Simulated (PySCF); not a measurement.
Lewis adducts of Zr(F)4. Gas-phase values, no solvent. One relaxed conformer stands for each flexible species; it need not be the lowest. Strings in code marks are SMILES.

These are PySCF 2.14.0 with B3LYP-D3(BJ)/def2-TZVP // BP86-D3(BJ)/def2-SVP values and carry that method's errors. All candidates: neutral, multiplicity 1. B3LYP has the VWN-RPA correlation part, as in Gaussian. 

| Quantity | Value |
|---|---|
| dipole moment | 1.68 D |
| HOMO–LUMO gap | 8.30 eV |
| HOMO | -7.67 eV |

### Question
Which member has these values?
(A) `CC#N`
(B) `CO`
(C) [Zr(F)4]
(D) `N`

### Answer
B, `CO`. The others give `CC#N`: 4.03 D, 9.53 eV, -9.12 eV; [Zr(F)4]: 0.02 D, 10.11 eV, -11.90 eV; `N`: 1.83 D, 8.05 eV, -7.52 eV
